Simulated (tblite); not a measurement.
C4H7OP.
Atom-mapped SMILES: `[CH3:1][CH2:2][C:3]1=[CH:4][P@@H:5]1=[O:6]` (hydrogens: H7, H8, H9 on C1; H10, H11 on C2; H12 on C4; H13 on P5)

Geometry (GFN2-xTB, Å), atoms numbered from 1 in this order:
```xyz
13
C4H7OP angstrom
C     -1.6633   -0.2803    0.7280
C     -0.7763   -0.7282   -0.4317
C      0.4847    0.0294   -0.4539
C      1.3523    0.6371   -1.2829
P      1.9143    0.6631    0.4172
O      3.0215   -0.1105    0.9801
H     -2.5684   -0.8806    0.7698
H     -1.1272   -0.3895    1.6693
H     -1.9456    0.7635    0.6099
H     -0.5375   -1.7901   -0.3126
H     -1.2947   -0.6022   -1.3864
H      1.4763    0.8023   -2.3334
H      1.6594    1.8865    1.0090
```

Level: GFN2-xTB in tblite, geometry and Hessian alike; calculated harmonic values, unscaled, isolated species. This tight-binding method is rough: wavenumbers can miss measured ones by several per cent, in bad cases by 10 to 20. Modes of hydrogen on phosphorus can be 10 to 20 % off. One conformer, not necessarily the lowest.

Harmonic wavenumbers (cm⁻¹): 40.0, 138.3, 155.3, 229.7, 323.9, 372.4, 476.6, 539.8, 611.1, 719.8, 766.6, 813.7, 911.8, 952.2, 1000.7, 1056.5, 1082.7, 1148.7, 1224.9, 1293.4, 1301.4, 1409.4, 1446.1, 1493.4, 1499.4, 1677.5, 2353.3, 2940.7, 2960.5, 3027.4, 3038.3, 3046.2, 3126.2.

A = 6118, B = 1760, C = 1540 MHz; mass 102.023 u (most abundant isotopes); point group C1, symmetry number 1.

Q: What is the zero-point energy?

A: ½Σν̃ = 21589 cm⁻¹ = 258.26 kJ/mol.

Q: What is S at 350 K and 1 bar for an ideal gas of classical rigid rotors and harmonic oscillators?

A: Translation 169.87, rotation 116.49, vibration 89.65: S = 376.0 J/(mol K).

Q: And Cp and H(350 K) − H(0)?

A: Cp = 128.58 J/(mol K), of which vibrations give 95.33 (their classical limit is 33 R = 274.4); H(350 K) − H(0) = 28.11 kJ/mol without the zero-point energy, 16.47 from vibrations.

Q: How do the functions run with temperature in this model?

A: 
```
 T (K)  S (J/(mol K))  Cp (J/(mol K))  H − H(0) (kJ/mol)  G − H(0) (kJ/mol)  ln q(vib)
   150          293.8            73.5               7.94             -36.13       1.92
   250          337.7           100.7              16.64             -67.78       3.51
298.15          356.6           114.3              21.81             -84.50       4.29
   400          394.0           141.6              34.87            -122.75       5.93
   600          460.0           183.8              67.67            -208.30       9.16
   900          542.9           224.4             129.42            -359.15      13.78
```

q(vib) and H(0) count from the zero-point level.

Q: What must be added to the electronic energy to get the Gibbs energy at 350 K and 1 bar?

A: ZPE + [H(350 K) − H(0)] − T·S = 258.26 + 28.11 − 131.60 = 154.77 kJ/mol.

Hindered rotation and anharmonicity are outside this model. Other conformers, if any are populated, would add a mixing term that is left out. The structure is chiral; the term R ln 2 for an equal mix with its mirror image is left out.
